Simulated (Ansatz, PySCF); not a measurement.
Gas-phase enthalpy of formation at 298 K, by the atomisation route, of CCN (SMILES; C2H7N, ethanamine). Geometries: B3LYP-D3(BJ)/def2-TZVP minima from Ansatz (a quantum-chemistry and plane-wave program), one conformer each, not searched for the lowest. Valence correlation only, unless marked. Open shells are spin-unrestricted. Spin-orbit coupling is left out. No relativistic terms. CBS marks a two-point X^-3 extrapolation of the correlation energy; Hartree-Fock from the larger set. The bracket is a focal-point correction in the basis named. Thermal terms are rigid-rotor harmonic-oscillator values from B3LYP-D3(BJ) frequencies (PySCF) at 298.15 K and 1 atm. 1 Eh = 627.5095 kcal/mol.

| species | count | E, RI-MP2/CBS(aug-cc-pVTZ,aug-cc-pVQZ)+[CCSD(T)-MP2]/aug-cc-pVTZ (Ansatz) (Eh) | E, PBE/def2-TZVPD (Ansatz) (Eh) | measured ΔHf at 0 K (kcal/mol) | H(298) - H(0) of the element (kcal/mol) |
|---|---|---|---|---|---|
| CCN | 1 | -135.01440 | -135.03975 | - | - |
| C atom | 2 | -37.79159 | -37.79605 | 169.98 | 0.25 |
| H atom | 7 | -0.49995 | -0.49962 | 51.63 | 1.01 |
| N atom | 1 | -54.53190 | -54.53224 | 112.53 | 1.04 |

Molecule: zero-point energy 57.97, H(298) - H(0) 3.36 kcal/mol. The route leaves out scalar relativity and anharmonic zero-point terms, the atoms' spin-orbit terms, and in the frozen-core level the core correlation. Atomic data: G2/97 table in ASE.

Task: Work out De, D0 and ΔHf at 0 and 298 K at both levels, and their errors against the measured value.

Result: 
The atoms' values sum to 813.90 (0 K) and 8.61 (thermal), in kcal/mol.
- RI-MP2/CBS(aug-cc-pVTZ,aug-cc-pVQZ)+[CCSD(T)-MP2]/aug-cc-pVTZ: De = 878.31; D0 = 878.31 - 57.97 = 820.34; ΔHf(0 K) = 813.90 - 820.34 = -6.44; ΔHf(298 K) = -6.44 + 3.36 - 8.61 = -11.69; error -0.4.
- PBE/def2-TZVPD: De = 889.85; D0 = 889.85 - 57.97 = 831.88; ΔHf(0 K) = 813.90 - 831.88 = -17.98; ΔHf(298 K) = -17.98 + 3.36 - 8.61 = -23.23; error -11.9.
Measured: -11.3 kcal/mol (G2/97 table in ASE (Curtiss et al.)). This is an older compilation, not checked against later work.
